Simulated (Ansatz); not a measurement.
# BH7NP: the cost of one run

Method: RKS revPBE-D4/6-31G*, in Ansatz 0.2.0.

**1. The starting structure**

Bond lengths: N2–H3 1.060 Å, N2–H4 1.060 Å, B1–H5 1.190 Å, B1–H6 1.190 Å, B1–P7 2.210 Å, P7–H8 1.420 Å, P7–H9 1.420 Å, N2–H10 1.149 Å, P7–H10 1.433 Å. Angles: H3–N2–H4 120.0°, H3–N2–H10 101.7°, H4–N2–H10 85.2°, H5–B1–H6 120.0°, H5–B1–P7 105.4°, H6–B1–P7 92.8°, B1–P7–H8 109.5°, B1–P7–H9 109.5°, B1–P7–H10 66.5°, H8–P7–H9 109.4°, H8–P7–H10 116.1°, H9–P7–H10 43.9°, N2–H10–P7 138.7°.

Coordinates:

```xyz
10

B     0.0000    0.0000    0.0000
N     0.0000    0.0000    1.9000
H    -0.8770   -0.2713    2.4300
H     0.8770    0.2713    2.4300
H     1.0305    0.0000   -0.5950
H    -1.0305    0.0000   -0.5950
P    -0.2764    2.0790    0.6969
H    -1.5961    2.5082    0.3960
H    -0.0678    2.1402    2.1001
H    -0.1504    1.1309    1.7636
```

**2. A restrained relaxation towards end A**

Springs on the bonds that form and break draw the guess towards this end; the thresholds are loose.

Input file input.yaml:

```yaml
crystal:
  periodic: [false, false, false]
  atoms:
    - { symbol: B, position_ang: [0.0, 0.0, 0.0] }
    - { symbol: "N", position_ang: [0.0, 0.0, 1.9] }
    - { symbol: H, position_ang: [-0.877, -0.2713, 2.43] }
    - { symbol: H, position_ang: [0.877, 0.2713, 2.43] }
    - { symbol: H, position_ang: [1.0305, 0.0, -0.595] }
    - { symbol: H, position_ang: [-1.0305, 0.0, -0.595] }
    - { symbol: P, position_ang: [-0.2764, 2.079, 0.6969] }
    - { symbol: H, position_ang: [-1.5961, 2.5082, 0.396] }
    - { symbol: H, position_ang: [-0.0678, 2.1402, 2.1001] }
    - { symbol: H, position_ang: [-0.1504, 1.1309, 1.7636] }
basis:
  gaussian: { orbitals: "6-31G*" }
hamiltonian:
  xc: revpbe
  dispersion: d4
relax:
  f_tol: 0.15
  max_steps: 25
  restrain:
    - { distance: [0, 6], at: 3.11, k: 30.0 }
    - { distance: [9, 1], at: 2.26, k: 30.0 }
    - { distance: [0, 1], at: 1.55, k: 30.0 }
    - { distance: [9, 6], at: 1.42, k: 30.0 }
```

On the command line:

```sh
$ ansatz run input.yaml --threads 1 --pin off --max-ram 2048MiB --backend cpu --events-out ev --progress --plain --runs-dir out
```

What time and memory should one allow on 1 thread of Arm Neoverse V1, shared host?

About 42 s, with a peak of 0.13 GiB.
